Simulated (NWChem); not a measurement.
**HF/3-21G run of C3H4F2 (SMILES F/C=C\CF)**

We compute a structure relaxation of C3H4F2. 

The calculation is run with NWChem 7.3.0.

2 further runs of the same task are left out: 2 set aside as unsound or not needed. Runs told in other sessions of the task aren't counted.

## 1. Starting point

C3H4F2: 9 atoms, total charge 0, spin state singlet. As SMILES, `F/C=C\CF`. The coordinates come from a PBE0-D4/def2-TZVP relaxation. This is one conformer, not always the lowest. The run starts from this shape.

Bond lengths: F1–C2 1.336 Å, C2–C3 1.320 Å, C3–C4 1.485 Å, C4–F5 1.387 Å, C2–H6 1.084 Å, C3–H7 1.084 Å, C4–H8 1.095 Å, C4–H9 1.091 Å. Some angles: F1–C2–C3 122.6°, C2–C3–C4 124.9°, C3–C4–F5 109.9°, F1–C2–H6 112.2°, C3–C2–H6 125.2°, C2–C3–H7 117.2°, C4–C3–H7 117.9°, C3–C4–H8 111.0°, C3–C4–H9 111.5°, F5–C4–H8 107.0°.

## 2. A geometry optimisation at HF/3-21G

Input file geom.nw:

```
start geom
title "C3H4F2 hf"
memory 2200 mb

geometry units angstrom
   F     -1.771300     0.696200    -0.764200
   C     -0.756800    -0.083800    -1.148800
   C      0.269900    -0.355400    -0.364300
   C      0.439500     0.155200     1.019400
   F      1.656600     0.811400     1.133700
   H     -0.888900    -0.458700    -2.156900
   H      1.042400    -1.001300    -0.765600
   H      0.449800    -0.666700     1.742700
   H     -0.352600     0.856800     1.286900
end

basis "ao basis" spherical bse
   * library 3-21G
end

scf
   thresh 1e-07
   maxiter 80
   print low
end

driver
   maxiter 60
end

freq
   temp 2 298.15 573.15
end

task scf optimize
task scf frequencies
```

Run with:

```console
nwchem geom.nw > geom.out
```

Output:

```text
[...]
  functions       =    53
[...]
  wavefunction    = RHF
[...]
         Total SCF energy =   -313.053756824819
[...]
@    0    -313.05375682  0.0D+00  0.02553  0.00806  0.00000  0.00000      3.8
[...]
         Total SCF energy =   -313.055846139113
[...]
@    1    -313.05596969 -2.2D-03  0.00305  0.00111  0.02639  0.05606      9.6
[...]
@    7    -313.05665164 -1.2D-05  0.00047  0.00013  0.01231  0.02781     45.7
[...]
         Total SCF energy =   -313.056653638640
[...]
@    8    -313.05665364 -2.0D-06  0.00011  0.00004  0.00487  0.01208     51.2
[...]
         Total SCF energy =   -313.056653817932
[...]
         Total SCF energy =   -313.056653844693
[...]
                         RHF ENERGY GRADIENTS
    atom               coordinates                        gradient
                 x          y          z           x          y          z
   1 F       1.240955  -3.463579  -0.300126    0.000054   0.000003  -0.000025
   2 C      -1.084675  -2.443617   0.182211   -0.000082   0.000012  -0.000039
   3 C      -1.480313  -0.022838  -0.037213    0.000072  -0.000014   0.000095
   4 C       0.527112   1.788641  -0.870839   -0.000009   0.000087  -0.000022
   5 F       0.133779   4.124091   0.340863    0.000027  -0.000063  -0.000031
   6 H      -2.445360  -3.823091   0.733912   -0.000018  -0.000015   0.000035
   7 H      -3.317889   0.731151   0.338878   -0.000064  -0.000014  -0.000043
   8 H       0.421961   2.108983  -2.884302    0.000006  -0.000008   0.000028
   9 H       2.380783   1.090785  -0.399599    0.000014   0.000013   0.000001
[...]
@    9    -313.05665384 -2.1D-07  0.00007  0.00002  0.00058  0.00167     56.6
[...]
      Optimization converged
[...]
@    9    -313.05665384 -2.1D-07  0.00007  0.00002  0.00058  0.00167     56.6
[...]
         Total SCF energy =   -313.056653844693
      One-electron energy =   -765.422056508816
      Two-electron energy =    284.559046660599
 Nuclear repulsion energy =    167.806356003524
        Time for solution =      0.2s
[...]
 Zero-Point correction to Energy  =   44.802 kcal/mol  (  0.071396 au)
 Thermal correction to Energy     =   53.632 kcal/mol  (  0.085469 au)
 Thermal correction to Enthalpy   =   54.771 kcal/mol  (  0.087283 au)
 Total Entropy                    =   87.958 cal/mol-K
   - Translational                =   42.206 cal/mol-K (mol. weight =  78.0281)
   - Rotational                   =   27.597 cal/mol-K (symmetry #  =        1)
   - Vibrational                  =   18.154 cal/mol-K
 Cv (constant volume heat capacity) =   25.442 cal/mol-K
   - Translational                  =    2.979 cal/mol-K
   - Rotational                     =    2.979 cal/mol-K
   - Vibrational                    =   19.483 cal/mol-K
[...]
```

Wall time 65 s (1 thread of Intel Xeon Platinum 8175M at 2.50GHz (Skylake/Cascade Lake), shared host); peak memory 0.11 GiB.

Step by step:

```tsv
step	energy from the first frame kept (eV)
0	0.0000
1	-0.0602
2	-0.0636
3	-0.0645
4	-0.0665
5	-0.0743
6	-0.0784
7	-0.0788
8	-0.0788
9	-0.0788
```

After the run. Bond lengths: F1–C2 1.368 Å, C2–C3 1.303 Å, C3–C4 1.497 Å, C4–F5 1.408 Å, C2–H6 1.066 Å, C3–H7 1.070 Å, C4–H8 1.080 Å, C4–H9 1.077 Å. Some angles: F1–C2–C3 121.1°, C2–C3–C4 122.8°, C3–C4–F5 108.8°, F1–C2–H6 112.9°, C3–C2–H6 126.1°, C2–C3–H7 119.7°, C4–C3–H7 117.4°, C3–C4–H8 110.8°, C3–C4–H9 111.0°, F5–C4–H8 107.7°.

## 3. What came out

Level: HF/3-21G.

| quantity | value |
| --- | --- |
| total energy at the end | -313.05665 Eh |
| lowest harmonic wavenumber | 60 cm⁻¹ |
| highest harmonic wavenumber | 3449 cm⁻¹ |
| zero-point energy | 187.5 kJ/mol |

**Reading.** At the final geometry: Bond lengths: F1–C2 1.368 Å, C2–C3 1.303 Å, C3–C4 1.497 Å, C4–F5 1.408 Å, C2–H6 1.066 Å, C3–H7 1.070 Å, C4–H8 1.080 Å, C4–H9 1.077 Å. Some angles: F1–C2–C3 121.1°, C2–C3–C4 122.8°, C3–C4–F5 108.8°, F1–C2–H6 112.9°, C3–C2–H6 126.1°, C2–C3–H7 119.7°, C4–C3–H7 117.4°, C3–C4–H8 110.8°, C3–C4–H9 111.0°, F5–C4–H8 107.7°. All 21 modes are real, so the shape is a minimum at this level. The optimisation took 10 steps and changed the energy by -0.079 eV.
